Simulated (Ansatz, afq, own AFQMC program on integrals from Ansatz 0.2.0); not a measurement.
Two steps: Ansatz 0.2.0 writes the Fock matrix and Cholesky factors of the valence space, and afq projects on them the lowest state that overlaps trial and start.

```yaml
crystal:
  periodic: [false, false, false]
  atoms:
    - {symbol: B, position_ang: [0.000000, 0.000000, 0.000000]}
    - {symbol: Al, position_ang: [0.000000, 0.000000, 3.214000]}
basis:
  gaussian: {orbitals: cc-pVDZ}
magnetization: {spin_polarized: true, initial_magnetization: 2}
correlation: {method: ccsd_t, electrons: outside_noble_gas, hamiltonian_folder: ham}
```

```sh
$ ansatz run in.yaml --threads 1 --pin off --events-out ev --progress --plain --max-ram 16896MiB --backend cuda --devices 0, --max-vram 18GiB
```

afq runs on the folder ham with

```
--method phaseless --trial cisd --walkers 4000 --populations 20 --least-time 60 --time-step 0.005 --steps-per-block 50 --equilibration-blocks 40 --max-blocks 4000 --target-error 0.00029 --factor-cut 1e-05 --start spin_pure --seed 3062 --release-times 0.24,0.51,0.99,1.62,2.4 --release-step 0.03 --release-every 3 --taylor-order 6
```

Times are imaginary, in 1/Eh. The walk had a cap of 122 s. With eight or more populations the least sampling time is a fifth of least-time, and the error comes from their spread.

Output of the walk:

```
orbitals 26  electrons 4 2  factors 164 of 315
reference energy -266.39787023 Eh
CCSD correlation -0.12744109 Eh in 16 cycles, weight of the determinant in the CISD state 0.8188
energy of the start -266.524931 Eh
 block  time / (1/Eh)  mean weight  energy / Eh
     1     0.250  1.0000  -266.524076
     2     0.500  1.0001  -266.524179
     3     0.750  1.0000  -266.524710
     4     1.000  0.9999  -266.525434
     5     1.250  1.0001  -266.526251
     8     2.000  1.0000  -266.528660
    11     2.750  1.0000  -266.530085
    17     4.250  1.0001  -266.531442
    23     5.750  1.0000  -266.531553
    29     7.250  1.0000  -266.532383
    31     7.750  0.9995  -266.532460
    35     8.750  1.0000  -266.531939
    41    10.250  1.0001  -266.532014
    47    11.750  0.9998  -266.531304
    53    13.250  0.9999  -266.532024
    59    14.750  0.9998  -266.531416
    65    16.250  1.0002  -266.531891
    71    17.750  1.0001  -266.531685
    77    19.250  0.9999  -266.530648
    79    19.750  1.0000  -266.530120
    83    20.750  1.0000  -266.531268
    89    22.250  0.9996  -266.531518
    95    23.750  0.9998  -266.531475
    99    24.750  1.0003  -266.531569
error from the spread of 20 populations
released: time / (1/Eh)  energy / Eh  error  mean overlap
  0.24  -266.531886  0.000175  0.9999
  0.51  -266.531892  0.000242  0.9983
  0.99  -266.532718  0.000126  0.9967
  1.62  -266.533693  0.000410  0.9997
  2.40  -266.533865  0.000176  0.9993
energy -266.531430 +/- 0.000200 Eh
(rows thinned)
```

The run passed its tests (sampling time, drift between the halves within three errors, error under three times the target), which doesn't prove that it has relaxed.

Against this walk (error 5.4 meV) on the same determinant: CCSD(T) 18.1 meV lower, full CI 124.2 meV lower. The error is statistical and leaves out the bias of the constraint. The released energies are still falling (meV from the phaseless value at times in 1/Eh: -12 ± 5 at 0.24, -13 ± 7 at 0.51, -35 ± 3 at 0.99, -62 ± 11 at 1.62, -66 ± 5 at 2.40), so they give no level; they do show a bias of the constraint, and the last of them that isn't too noisy lies 58 meV above full CI. Full CI is exact here, so the walk's 124 meV above it is the walk's own error: the bias of the constraint with this trial.

Cautions: constraint bias not in the error; lower spins were not checked; the search met a lower determinant of the same kind, perhaps of another symmetry (415 meV lower), and this one is a saddle point; strong correlation (T1 0.045, weight of the determinant 0.82, largest double 0.21); the CCSD(T) amplitudes may be one of several solutions (largest double 0.21).

The walk took 22 s on 1 × NVIDIA H100 80GB HBM3 with 2 threads of AMD EPYC 7R13 Processor (Zen 3) (shared host) (the card was shared). The log's last line is the phaseless energy.
